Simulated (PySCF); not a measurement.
**2-butenal: calculation against experiment**

**Experimental background.**

From NIST CCCBDB Release 22 (SRD 101), experimental polarizabilities, for the gas: mean polarisability 8.5 Å³.

The results are set against them at the end.

Species: 2-butenal, C₄H₆O.
Atom-mapped SMILES: `[CH3:1]/[CH:2]=[CH:3]/[CH:4]=[O:5]` (hydrogens: H6, H7, H8 on C1; H9 on C2; H10 on C3; H11 on C4)

Cartesian coordinates in Å at the PBE0-D3(BJ)/def2-SVP level; atoms count from 1:
```
atom  x, y, z in Å
C1    -1.753    0.051    0.179
C2    -0.345   -0.349   -0.074
C3     0.735    0.438    0.053
C4     2.082   -0.076   -0.214
O5     3.098    0.562   -0.092
H6    -1.832    1.096    0.510
H7    -2.209   -0.596    0.947
H8    -2.363   -0.076   -0.731
H9    -0.180   -1.389   -0.391
H10    0.659    1.485    0.366
H11    2.107   -1.148   -0.552
```

Runs made with PySCF (gas phase, on this PBE0-D3(BJ)/def2-SVP geometry; no spin–orbit coupling):

```csv
level,job,basis functions,wall time
wB97X-D/def2-SVPD,"10 singlets by full TDDFT, 4 Tamm–Dancoff triplets, polarisability, ΔSCF ions",151,48 s
LC-wPBE/def2-SVPD,"10 singlets by full TDDFT, 4 Tamm–Dancoff triplets, polarisability, ΔSCF ions",151,62 s
PBE0/6-31+G*,"10 singlets by full TDDFT, 4 Tamm–Dancoff triplets, polarisability",102,8.3 s
PBE0/6-31G*,"10 singlets by full TDDFT, 4 Tamm–Dancoff triplets, polarisability",82,6.2 s
PBE0/aug-cc-pVDZ,"10 singlets by full TDDFT, 4 Tamm–Dancoff triplets, polarisability",169,18 s
PBE0/def2-SVP,"10 singlets by full TDDFT, 4 Tamm–Dancoff triplets, polarisability",100,7.5 s
PBE0/def2-TZVP,"10 singlets by full TDDFT, 4 Tamm–Dancoff triplets, polarisability",191,19 s
PBE0/def2-TZVPD,"10 singlets by full TDDFT, 4 Tamm–Dancoff triplets, polarisability",242,29 s
```

Hardware: one thread, Arm Neoverse V1, shared host.

All basis functions are spherical.

Results beside the measurements:

**Mean polarisability.** Measured: 8.5 Å³ (NIST CCCBDB Release 22 (SRD 101), experimental polarizabilities).

```json
{"level": "wB97X-D/def2-SVPD", "computed (Å³)": "8.39", "computed − measured (Å³)": "-0.11", "% (from the printed values)": "-1"}
{"level": "LC-wPBE/def2-SVPD", "computed (Å³)": "8.15", "computed − measured (Å³)": "-0.35", "% (from the printed values)": "-4"}
{"level": "PBE0/6-31+G*", "computed (Å³)": "7.96", "computed − measured (Å³)": "-0.54", "% (from the printed values)": "-6"}
{"level": "PBE0/6-31G*", "computed (Å³)": "6.91", "computed − measured (Å³)": "-1.59", "% (from the printed values)": "-19"}
{"level": "PBE0/aug-cc-pVDZ", "computed (Å³)": "8.58", "computed − measured (Å³)": "+0.08", "% (from the printed values)": "+1"}
{"level": "PBE0/def2-SVP", "computed (Å³)": "7.17", "computed − measured (Å³)": "-1.33", "% (from the printed values)": "-16"}
{"level": "PBE0/def2-TZVP", "computed (Å³)": "8.09", "computed − measured (Å³)": "-0.41", "% (from the printed values)": "-5"}
{"level": "PBE0/def2-TZVPD", "computed (Å³)": "8.59", "computed − measured (Å³)": "+0.09", "% (from the printed values)": "+1"}
```

Closest is PBE0/aug-cc-pVDZ (+0.08 Å³), furthest PBE0/6-31G* (-1.59 Å³); one molecule doesn't rank methods. The computed values are static and purely electronic, with core orbitals frozen in the response (1 au = 0.148185 Å³). The table of measured values doesn't say here whether a value is static or optical, or holds a vibrational part. The measurement averages over conformers, the calculation has one.

No measured geometry was used, and the causes of the misses weren't examined.
